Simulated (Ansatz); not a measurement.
Computed with Ansatz (a program for electronic structure) with PBE-D3(BJ)/def2-TZVP. No frequencies were computed at this level.

Ansatz 0.2 input:
```yaml
crystal:
  periodic: [false, false, false]
  atoms:
    - { symbol: F, position_ang: [-0.924024, -1.344523, -0.003507] }
    - { symbol: Al, position_ang: [-0.000051, -0.000028, -0.000277] }
    - { symbol: F, position_ang: [1.626296, -0.127982, 0.006621] }
    - { symbol: F, position_ang: [-0.702221, 1.472533, -0.002836] }
basis:
  gaussian: { orbitals: def2-tzvp }
hamiltonian:
  xc: pbe
  dispersion: d3bj
relax:
  max_steps: 150
```

Output:

```
Functional definition: PBE
727 factors; their error is unknown
mean field evaluation 1: about -14739.4666 eV, gradient 7.0e1 eV
mean field evaluation 2: about -14710.1304 eV, gradient 1.6e2 eV
mean field evaluation 4: about -14746.1818 eV, gradient 1.7e0 eV
mean field evaluation 8: about -14746.1823 eV, gradient 2.8e-2 eV
mean field -14746.18225259 eV, -541.9122024615 hartree, gradient 7.0e-6 eV, S^2 0.000000; 0 other end points of the search recorded, 0 dependent functions left out
reference -14746.18229115 eV, -541.9122038783 hartree; 20, 20 occupied and 110, 110 virtual orbitals, 727 factors
relax step   1: F+E_penalty+E_count = -14746.21900550 eV  Δ(F+E_penalty+E_count) = +0.000e0 eV  max|allowed force component| = 5.073e-1 eV/Å  Δτ_max = 0.0000 Å  (23 SCF iters, accepted)
these checks for a lower state are left out or cut short: starts, cluster_reference, orbital_swaps, neighbouring_geometries, increment
727 factors; their error is unknown
mean field evaluation 16: about -14746.1894 eV, gradient 1.2e0 eV
mean field -14746.18919661 eV, -541.9124576492 hartree, gradient 2.4e-5 eV, S^2 0.000000; 0 other end points of the search recorded, 0 dependent functions left out
reference -14746.18923508 eV, -541.9124590630 hartree; 20, 20 occupied and 110, 110 virtual orbitals, 727 factors
relax step   2: F+E_penalty+E_count = -14746.22587697 eV  Δ(F+E_penalty+E_count) = -6.871e-3 eV  max|allowed force component| = 2.898e-1 eV/Å  Δτ_max = 0.0148 Å  (24 SCF iters, accepted)
these checks for a lower state are left out or cut short: starts, cluster_reference, orbital_swaps, neighbouring_geometries, increment
727 factors; their error is unknown
mean field -14746.18907164 eV, -541.9124530569 hartree, gradient 1.2e-5 eV, S^2 0.000000; 0 other end points of the search recorded, 0 dependent functions left out
reference -14746.18910993 eV, -541.9124544639 hartree; 20, 20 occupied and 110, 110 virtual orbitals, 727 factors
relax step   3: F+E_penalty+E_count = -14746.22558845 eV  Δ(F+E_penalty+E_count) = +2.885e-4 eV  max|allowed force component| = 2.146e-1 eV/Å  Δτ_max = 0.0429 Å  (25 SCF iters, rejected (line search))
these checks for a lower state are left out or cut short: starts, cluster_reference, orbital_swaps, neighbouring_geometries, increment
727 factors; their error is unknown
mean field evaluation 32: about -14746.1943 eV, gradient 6.3e-2 eV
mean field -14746.19429402 eV, -541.9126449758 hartree, gradient 2.5e-5 eV, S^2 0.000000; 0 other end points of the search recorded, 0 dependent functions left out
reference -14746.19433239 eV, -541.9126463857 hartree; 20, 20 occupied and 110, 110 virtual orbitals, 727 factors
relax step   4: F+E_penalty+E_count = -14746.23087053 eV  Δ(F+E_penalty+E_count) = -4.994e-3 eV  max|allowed force component| = 1.428e-3 eV/Å  Δτ_max = 0.0144 Å  (25 SCF iters, accepted)
727 factors; their error is unknown
mean field -14746.19429402 eV, -541.9126449758 hartree, gradient 2.4e-5 eV, S^2 0.000000; 1 other end points of the search recorded, 0 dependent functions left out
reference -14746.19433239 eV, -541.9126463857 hartree; 20, 20 occupied and 110, 110 virtual orbitals, 727 factors
Total energy: -14746.23090889 eV, -541.9139905475 hartree
Atom 0 at    -0.932943    -1.357452    -0.003690 Å, force    -0.000883    -0.001076     0.000404 eV/Å
Atom 1 at    -0.000027    -0.000008     0.000169 Å, force     0.000319     0.000190    -0.001222 eV/Å
Atom 2 at     1.642008    -0.129244     0.006536 Å, force     0.001428    -0.000275     0.000413 eV/Å
Atom 3 at    -0.709038     1.486704    -0.003013 Å, force    -0.000864     0.001161     0.000404 eV/Å
Dipole moment:    -0.000058    -0.000017     0.000338 e Å
```

Cost: roughly 10 core-seconds.
